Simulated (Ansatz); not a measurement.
# Molecular dynamics of AlClH₄O

Input file:

```yaml
crystal:
  periodic: [false, false, false]
  atoms:
    - { symbol: Al, position_ang: [-0.818, -0.6114, 0.0016] }
    - { symbol: Cl, position_ang: [1.5057, -1.1183, 1.0569] }
    - { symbol: H, position_ang: [-1.1155, -1.4871, -1.2181] }
    - { symbol: H, position_ang: [-1.8899, -0.2453, 1.0311] }
    - { symbol: H, position_ang: [1.2052, 0.3543, 0.153] }
    - { symbol: O, position_ang: [0.4283, 1.0949, -0.5271] }
    - { symbol: H, position_ang: [0.6842, 2.013, -0.4974] }
magnetization:
  spin_polarized: true
basis:
  gaussian: { orbitals: "6-31G*" }
hamiltonian:
  xc: pbe0
md:
  timestep: 0.5
  n_steps: 150
  ensemble: nve
  temperature: 600.0
  initial_velocities: maxwell_boltzmann
  seed: 410788
```

Command:

```bash
$ ansatz run input.yaml --threads 1 --pin off --max-ram 2048MiB --backend cpu --events-out ev --progress --plain --runs-dir out
```

It starts from a rough guess of a transition structure, not a stationary point.

Output, in part (one step line in 3, the closing report, with atoms numbered from 0):

```
md step     0: t =     0.00 fs  T =   600.0 K  F+E_penalty+E_count = -21221.67051286 eV  E_kin = 0.387780 eV  conserved = -21221.28273286 eV  (26 SCF iters)
md step     3: t =     1.50 fs  T =   778.2 K  F+E_penalty+E_count = -21221.78615921 eV  E_kin = 0.502953 eV  conserved = -21221.28320583 eV  (26 SCF iters)
md step     6: t =     3.00 fs  T =  1135.7 K  F+E_penalty+E_count = -21222.01815934 eV  E_kin = 0.733994 eV  conserved = -21221.28416578 eV  (26 SCF iters)
md step     9: t =     4.50 fs  T =  1377.2 K  F+E_penalty+E_count = -21222.18205055 eV  E_kin = 0.890053 eV  conserved = -21221.29199748 eV  (29 SCF iters)
md step    12: t =     6.00 fs  T =   623.0 K  F+E_penalty+E_count = -21221.68181139 eV  E_kin = 0.402662 eV  conserved = -21221.27914939 eV  (29 SCF iters)
md step    15: t =     7.50 fs  T =  1062.9 K  F+E_penalty+E_count = -21221.97751795 eV  E_kin = 0.686971 eV  conserved = -21221.29054714 eV  (29 SCF iters)
md step    18: t =     9.00 fs  T =  1569.3 K  F+E_penalty+E_count = -21222.30190081 eV  E_kin = 1.014224 eV  conserved = -21221.28767675 eV  (27 SCF iters)
md step    21: t =    10.50 fs  T =  1388.6 K  F+E_penalty+E_count = -21222.18131466 eV  E_kin = 0.897447 eV  conserved = -21221.28386761 eV  (26 SCF iters)
md step    24: t =    12.00 fs  T =  1220.9 K  F+E_penalty+E_count = -21222.07267441 eV  E_kin = 0.789061 eV  conserved = -21221.28361332 eV  (26 SCF iters)
md step    27: t =    13.50 fs  T =  1181.6 K  F+E_penalty+E_count = -21222.04686791 eV  E_kin = 0.763670 eV  conserved = -21221.28319748 eV  (26 SCF iters)
md step    30: t =    15.00 fs  T =  1359.8 K  F+E_penalty+E_count = -21222.16187518 eV  E_kin = 0.878861 eV  conserved = -21221.28301385 eV  (26 SCF iters)
md step    33: t =    16.50 fs  T =  1778.4 K  F+E_penalty+E_count = -21222.43367794 eV  E_kin = 1.149412 eV  conserved = -21221.28426591 eV  (24 SCF iters)
md step    36: t =    18.00 fs  T =  2092.6 K  F+E_penalty+E_count = -21222.64477710 eV  E_kin = 1.352448 eV  conserved = -21221.29232901 eV  (26 SCF iters)
md step    39: t =    19.50 fs  T =  1327.3 K  F+E_penalty+E_count = -21222.13740599 eV  E_kin = 0.857831 eV  conserved = -21221.27957470 eV  (26 SCF iters)
md step    42: t =    21.00 fs  T =  1714.0 K  F+E_penalty+E_count = -21222.40021396 eV  E_kin = 1.107738 eV  conserved = -21221.29247622 eV  (29 SCF iters)
md step    45: t =    22.50 fs  T =  1952.1 K  F+E_penalty+E_count = -21222.55018095 eV  E_kin = 1.261654 eV  conserved = -21221.28852713 eV  (26 SCF iters)
md step    48: t =    24.00 fs  T =  1403.6 K  F+E_penalty+E_count = -21222.18997947 eV  E_kin = 0.907144 eV  conserved = -21221.28283514 eV  (26 SCF iters)
md step    51: t =    25.50 fs  T =  1167.6 K  F+E_penalty+E_count = -21222.03682045 eV  E_kin = 0.754648 eV  conserved = -21221.28217200 eV  (26 SCF iters)
md step    54: t =    27.00 fs  T =  1449.8 K  F+E_penalty+E_count = -21222.21983667 eV  E_kin = 0.937010 eV  conserved = -21221.28282631 eV  (27 SCF iters)
md step    57: t =    28.50 fs  T =  2055.3 K  F+E_penalty+E_count = -21222.61694628 eV  E_kin = 1.328311 eV  conserved = -21221.28863493 eV  (25 SCF iters)
md step    60: t =    30.00 fs  T =  1795.5 K  F+E_penalty+E_count = -21222.45699322 eV  E_kin = 1.160460 eV  conserved = -21221.29653372 eV  (25 SCF iters)
md step    63: t =    31.50 fs  T =  1177.5 K  F+E_penalty+E_count = -21222.03666313 eV  E_kin = 0.760997 eV  conserved = -21221.27566653 eV  (26 SCF iters)
md step    66: t =    33.00 fs  T =  2255.2 K  F+E_penalty+E_count = -21222.75362052 eV  E_kin = 1.457556 eV  conserved = -21221.29606429 eV  (25 SCF iters)
md step    69: t =    34.50 fs  T =  1874.0 K  F+E_penalty+E_count = -21222.49584029 eV  E_kin = 1.211190 eV  conserved = -21221.28465018 eV  (25 SCF iters)
md step    72: t =    36.00 fs  T =  1372.1 K  F+E_penalty+E_count = -21222.16943032 eV  E_kin = 0.886787 eV  conserved = -21221.28264370 eV  (26 SCF iters)
md step    75: t =    37.50 fs  T =  1300.2 K  F+E_penalty+E_count = -21222.12264115 eV  E_kin = 0.840322 eV  conserved = -21221.28231962 eV  (27 SCF iters)
md step    78: t =    39.00 fs  T =  1715.4 K  F+E_penalty+E_count = -21222.39323082 eV  E_kin = 1.108663 eV  conserved = -21221.28456822 eV  (26 SCF iters)
md step    81: t =    40.50 fs  T =  1946.9 K  F+E_penalty+E_count = -21222.55852988 eV  E_kin = 1.258255 eV  conserved = -21221.30027518 eV  (26 SCF iters)
md step    84: t =    42.00 fs  T =   800.9 K  F+E_penalty+E_count = -21221.78336309 eV  E_kin = 0.517623 eV  conserved = -21221.26573967 eV  (26 SCF iters)
md step    87: t =    43.50 fs  T =  2077.1 K  F+E_penalty+E_count = -21222.64490142 eV  E_kin = 1.342421 eV  conserved = -21221.30248019 eV  (26 SCF iters)
md step    90: t =    45.00 fs  T =  1898.8 K  F+E_penalty+E_count = -21222.51312156 eV  E_kin = 1.227170 eV  conserved = -21221.28595148 eV  (26 SCF iters)
md step    93: t =    46.50 fs  T =  1327.4 K  F+E_penalty+E_count = -21222.14001803 eV  E_kin = 0.857921 eV  conserved = -21221.28209703 eV  (26 SCF iters)
md step    96: t =    48.00 fs  T =  1393.1 K  F+E_penalty+E_count = -21222.18212541 eV  E_kin = 0.900389 eV  conserved = -21221.28173639 eV  (28 SCF iters)
md step    99: t =    49.50 fs  T =  2124.1 K  F+E_penalty+E_count = -21222.66100590 eV  E_kin = 1.372832 eV  conserved = -21221.28817422 eV  (26 SCF iters)
md step   102: t =    51.00 fs  T =  2096.1 K  F+E_penalty+E_count = -21222.65541914 eV  E_kin = 1.354690 eV  conserved = -21221.30072890 eV  (25 SCF iters)
md step   105: t =    52.50 fs  T =  1481.6 K  F+E_penalty+E_count = -21222.23281846 eV  E_kin = 0.957553 eV  conserved = -21221.27526588 eV  (27 SCF iters)
md step   108: t =    54.00 fs  T =  2646.0 K  F+E_penalty+E_count = -21223.00817296 eV  E_kin = 1.710083 eV  conserved = -21221.29809039 eV  (26 SCF iters)
md step   111: t =    55.50 fs  T =  2023.1 K  F+E_penalty+E_count = -21222.59146519 eV  E_kin = 1.307506 eV  conserved = -21221.28395929 eV  (27 SCF iters)
md step   114: t =    57.00 fs  T =  1535.1 K  F+E_penalty+E_count = -21222.27306481 eV  E_kin = 0.992133 eV  conserved = -21221.28093156 eV  (27 SCF iters)
md step   117: t =    58.50 fs  T =  1949.9 K  F+E_penalty+E_count = -21222.54390654 eV  E_kin = 1.260209 eV  conserved = -21221.28369741 eV  (26 SCF iters)
md step   120: t =    60.00 fs  T =  2450.4 K  F+E_penalty+E_count = -21222.88656067 eV  E_kin = 1.583706 eV  conserved = -21221.30285476 eV  (26 SCF iters)
md step   123: t =    61.50 fs  T =  1189.5 K  F+E_penalty+E_count = -21222.03368387 eV  E_kin = 0.768802 eV  conserved = -21221.26488211 eV  (26 SCF iters)
md step   126: t =    63.00 fs  T =  2295.4 K  F+E_penalty+E_count = -21222.78747661 eV  E_kin = 1.483495 eV  conserved = -21221.30398127 eV  (26 SCF iters)
md step   129: t =    64.50 fs  T =  1883.6 K  F+E_penalty+E_count = -21222.50275664 eV  E_kin = 1.217346 eV  conserved = -21221.28541058 eV  (26 SCF iters)
md step   132: t =    66.00 fs  T =  1261.9 K  F+E_penalty+E_count = -21222.09677099 eV  E_kin = 0.815592 eV  conserved = -21221.28117940 eV  (26 SCF iters)
md step   135: t =    67.50 fs  T =  1547.2 K  F+E_penalty+E_count = -21222.28218355 eV  E_kin = 0.999965 eV  conserved = -21221.28221875 eV  (28 SCF iters)
md step   138: t =    69.00 fs  T =  2332.5 K  F+E_penalty+E_count = -21222.80477954 eV  E_kin = 1.507491 eV  conserved = -21221.29728894 eV  (29 SCF iters)
md step   141: t =    70.50 fs  T =  1384.1 K  F+E_penalty+E_count = -21222.17525020 eV  E_kin = 0.894554 eV  conserved = -21221.28069595 eV  (29 SCF iters)
md step   144: t =    72.00 fs  T =  1574.7 K  F+E_penalty+E_count = -21222.31402674 eV  E_kin = 1.017756 eV  conserved = -21221.29627085 eV  (29 SCF iters)
md step   147: t =    73.50 fs  T =  1645.4 K  F+E_penalty+E_count = -21222.35251511 eV  E_kin = 1.063453 eV  conserved = -21221.28906171 eV  (29 SCF iters)
md step   150: t =    75.00 fs  T =   946.3 K  F+E_penalty+E_count = -21221.89342565 eV  E_kin = 0.611577 eV  conserved = -21221.28184914 eV  (27 SCF iters)
Total energy: -21221.89345604 eV, -779.8901997935 hartree
Atom 0 at    -0.589013    -0.666730     0.127537 Å, force     1.489065     0.920762    -0.048554 eV/Å
Atom 1 at     1.412954    -1.290071     1.111713 Å, force    -1.626370     0.574098    -0.498629 eV/Å
Atom 2 at    -0.614250    -1.366511    -1.339110 Å, force    -0.354761     0.118860     0.618516 eV/Å
Atom 3 at    -1.732046     0.287205     0.952763 Å, force     0.808538    -0.916512    -0.460216 eV/Å
Atom 4 at     1.326785     1.741379    -0.458304 Å, force    -4.321041    -2.040544    -2.011066 eV/Å
Atom 5 at     0.251602     1.433891    -0.827552 Å, force     4.317844     2.347288     3.434566 eV/Å
Atom 6 at    -0.159589     2.114334    -0.216674 Å, force    -0.313276    -1.003952    -1.034616 eV/Å
Dipole moment:    -0.222819     0.822672    -0.060672 e Å
```

All steps were run. The conserved energy stayed within 3 meV per atom of its start (net change 0.13 meV per atom), so there is no drift, though single steps change it by up to 23 meV in the whole system, a sign of fast motions only just resolved. The system heated up, since it started high on the potential surface and ran downhill. A run of 0.075 ps of so small a system gives no equilibrium averages. The orbitals stay closed-shell, which can raise the energy where a bond breaks towards radicals; this wasn't checked here.

The step under study would form Al1–O6, Cl2–H5 and break Al1–Cl2, H5–O6. These pairs go: Al1–O6 2.18 → 2.46 Å, Cl2–H5 1.75 → 3.42 Å, Al1–Cl2 2.60 → 2.32 Å, H5–O6 1.27 → 1.18 Å. In the last frame they stand as before the step (other bonds may differ from the relaxed reactants and products). These pairs come and go: their bonding changes 10 times, last at 63 of 75 fs, so the outcome isn't settled. It ends as AlClH2 + H2O by the count below, though a long contact still joins these pieces: Al1–O6, 2.46 Å. Pairs count as bonded within 1.25 times the sum of covalent radii (0.12 Å more for H–H).

Last frame:

```xyz
7
Properties=species:S:1:pos:R:3
Al -0.589 -0.667 0.128
Cl 1.413 -1.290 1.112
H -0.614 -1.367 -1.339
H -1.732 0.287 0.953
H 1.327 1.741 -0.458
O 0.252 1.434 -0.828
H -0.160 2.114 -0.217
```

Time of the run: 8.7 min on 1 thread of Arm Neoverse V1 (shared host), peak memory 0.15 GiB.
